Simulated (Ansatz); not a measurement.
Two shapes of singlet NO2(-).

Shape 1:

```xyz
3

N     0.0191    0.0224   -0.4971
O    -0.0070    1.1057    0.2215
O    -0.0130   -1.0765    0.1540
```

Shape 2:

```xyz
3

N     0.0000    0.0000   -0.4932
O     0.0000    1.1461    0.2158
O     0.0000   -1.1461    0.2158
```

Basis set: cc-pVTZ (spherical functions). Left uncorrelated: 3 orbitals. Charge -1, multiplicity 1.

Computed with Ansatz (development build ahead of 0.2.0); each method stands on the lowest determinant of its kind that the runs found.

Task: Which shape is lower in energy, and by how much in each method?

Result:

```csv
method,E(2) − E(1) (eV)
RHF,0.713
RHF-MP2,0.312
```

Shape 1 is lower. Caution: no diffuse functions for an anion.
